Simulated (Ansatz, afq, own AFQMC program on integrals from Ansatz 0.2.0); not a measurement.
**NH, triplet: AFQMC among the cluster methods**

```xyz
2

N     0.0000    0.0000    0.0000
H     0.0000    0.0000    1.0397
```

Basis cc-pVDZ. Noble-gas cores (and the filled d shells of Ga–Kr and In–Xe) are frozen. AFQMC by an in-house program on the Cholesky factors that Ansatz 0.2.0 writes for its CCSD(T) run. ph-AFQMC/CISD is guided by a CISD state made of CCSD amplitudes; releasing the constraint for a short imaginary time cuts its bias at the price of noise, slowly where states lie close. Free AFQMC starts from the CCSD state and is never constrained. Its projection time is finite, and what remains of the start isn't in its error. ± is one standard error of the sampling.

Determinant: UHF, the one that the program's search chose, which needn't be the lowest solution. The geometry is a point of a scan.

Full CI on the same integrals is exact in this basis and with this determinant's frozen core.

Cautions: lower spins were not checked; the released energies have errors that jump between times, so the bars are unsure, so no released level is given (meV from the phaseless value at times in 1/Eh: -6870 ± 6869 at 0.24, -2.5 ± 0.5 at 0.51, -3.2 ± 0.5 at 0.99, -3.4 ± 0.7 at 1.62, -3.0 ± 0.7 at 2.40), though the last usable value meets full CI within the noise.

* T1 diagnostic: 0.0082
* weight of the determinant in the CISD state: 0.957
* ⟨S²⟩ of the determinant: 2.014
* size of the correlated space: 6 electrons in 18 orbitals

| level | correlation energy (eV) |
| --- | --- |
| MP2 | -2.8246 |
| CCSD | -3.3578 |
| CCSD(T) | -3.3993 |

Estimate where phaseless AFQMC with a CISD trial lies against CCSD(T) on the same integrals.

0.9 ± 0.08 kJ/mol below CCSD(T).

Reference: full CI, correlation energy -3.410 eV.

| level | E − E(reference) (kJ/mol) | share of correlation (%) |
| --- | --- | --- |
| CCSD(T) | 1.1 | 99.67 |
| CCSDT | 0.3 | 99.90 |
| CCSDT(Q) | 0.0 | 99.98 |
| CCSDTQ | 0.0 | 100.00 |
| ph-AFQMC/HF | 2.7 ± 1.6 | 99.19 |
| ph-AFQMC/CISD | 0.2 ± 0.08 | 99.94 |
| free AFQMC | 0.0 ± 0.09 | 100.00 |

CCSDT and higher add their correlation energy to the determinant of the CCSD(T) run, since their own runs factorise the integrals more tightly (a shift of under 2 meV). Free projections are given only where their last times agree within the noise and don't stop above the reference; a slow remainder of the start can still hide under it. A walk keeps the symmetry of its determinant, which the program's search chose and which needn't be the lowest solution, so a lower state of the same spin and another symmetry isn't excluded.
